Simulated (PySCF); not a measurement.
**Mayer bond orders and bond lengths**

C4H5FO.
Numbering: `[CH3:1]/[CH:2]=[CH:3]/[C:4](=[O:5])[F:6]` (hydrogens: H7, H8, H9 on C1; H10 on C2; H11 on C3)

Cartesian coordinates in Å at the PBE0-D3(BJ)/def2-SVP level; atoms count from 1:
```xyz
11
C4H5FO angstrom
C     -1.6219   -0.6886    0.2061
C     -0.2354   -0.4073   -0.2406
C      0.5530    0.5681    0.2326
C      1.9117    0.7422   -0.2979
O      2.4663    0.1072   -1.1344
F      2.5305    1.7747    0.2962
H     -2.3185   -0.6421   -0.6474
H     -1.6959   -1.7141    0.6053
H     -1.9627    0.0149    0.9783
H      0.1872   -1.0492   -1.0241
H      0.2239    1.2587    1.0133
```

Bond orders from the PBE0/pcSseg-1 density (PySCF). One conformer (not necessarily the lowest) at the PBE0-D3(BJ)/def2-SVP geometry, without solvent, vibrations or thermal averaging.

Question: Where do the orders between heavy atoms depart from those drawn in the SMILES?

Answer: The largest departure is 0.222, at C2–C3 (drawn double, 1.778).

Question: Give the Mayer order of every bond, beside its length.

Answer: 
```tsv
bond	drawn as	length (Å)	Mayer order
C1–C2	single	1.484	1.068
C2–C3	double	1.340	1.778
C3–C4	single	1.469	1.046
C4–O5	double	1.188	2.053
C4–F6	single	1.342	0.964
C1–H7	single	1.103	0.941
C1–H8	single	1.103	0.940
C1–H9	single	1.099	0.965
C2–H10	single	1.097	0.941
C3–H11	single	1.093	0.952
```

By pair of heavy elements: C–C: lowest C3–C4 (1.046, 1.469 Å), highest C2–C3 (1.778, 1.340 Å); in 1 of the 3 pairs the longer bond (by over 0.003 Å) has the higher order (by 0.02 or more).

Question: Sum the orders of all bonds at each heavy atom with more than one neighbour and set the sums beside the valence in the SMILES.

Answer: C1 3.914 (drawn 4), C2 3.787 (drawn 4), C3 3.776 (drawn 4), C4 4.063 (drawn 4). Orders between atoms that aren't bonded are not in these sums.

The Mayer order sums products of elements of PS (density times overlap matrix) between the two atoms' basis functions, so it depends on the basis set.
